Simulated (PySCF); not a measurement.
dichlorosilane, Cl2H2Si, SMILES Cl[SiH2]Cl, point group C2v.

Level: B3LYP/pcSseg-2 in PySCF (density fitting, grid level 2); geometry and Hessian at that level, cubic constants and property derivatives from steps of ±0.6 along each species' dimensionless normal coordinates, second-order vibrational perturbation theory. The parent has the commonest isotopes.

Equilibrium geometry (Å):

```
atom        x        y        z
 Cl1  -1.6016   1.1487   0.0219
 Si2  -0.0032  -0.1390  -0.0119
 Cl3   1.7633   0.9045  -0.0763
  H4  -0.0988  -0.9649  -1.2235
  H5  -0.0253  -0.9379   1.2211
```

Question: Give the equilibrium and ground-state rotational constants (MHz) of parent; ²H at 4; ²⁹Si at 2; ²H at 4, ²H at 5.

Answer: 
| species | Ae | Be | Ce | A0 | B0 | C0 | Δ0 (u Å²) | harmonic ZPE (cm⁻¹) |
| --- | --- | --- | --- | --- | --- | --- | --- | --- |
| parent | 14162 | 2499.5 | 2179.8 | 14089 | 2495.1 | 2172.6 | -5.801 | 4500 |
| ²H at 4 | 12705 | 2482.8 | 2154.5 | 12646 | 2478 | 2147.3 | -8.556 | 3966 |
| ²⁹Si at 2 | 13914 | 2499.5 | 2173.8 | 13843 | 2495.1 | 2166.6 | -5.797 | 4491 |
| ²H at 4, ²H at 5 | 11526 | 2462.9 | 2132.4 | 11476 | 2457.7 | 2125.2 | -11.866 | 3431 |

Δ0 = Ic − Ia − Ib from the ground-state constants.

Question: How is the parent's vibrational correction B0 − Be made up?

Answer: 
```tsv
axis	harmonic	Coriolis	cubic	total (MHz)
a	59.9	-6.39	-127	-73.1
b	3.48	-0.13	-7.79	-4.44
c	1.48	-0.243	-8.48	-7.24
```

Question: And its quartic centrifugal distortion constants from the harmonic force field?

Answer: Asymmetric top, A reduction, Ir representation: ΔJ = 0.969 kHz, ΔJK = -14.9 kHz, ΔK = 145 kHz, δJ = 0.223 kHz, δK = 2.81 kHz.

Question: Which nuclear quadrupole couplings χaa, χbb, χcc (MHz) does the parent show, at equilibrium and averaged?

Answer: 35Cl at 1: -23.3, 0.6, 22.7 and -23.3, 0.5, 22.8; 35Cl at 3: -23.3, 0.6, 22.7 and -23.3, 0.5, 22.8.

A mode lies under 250 cm⁻¹, where this perturbation treatment is rough.
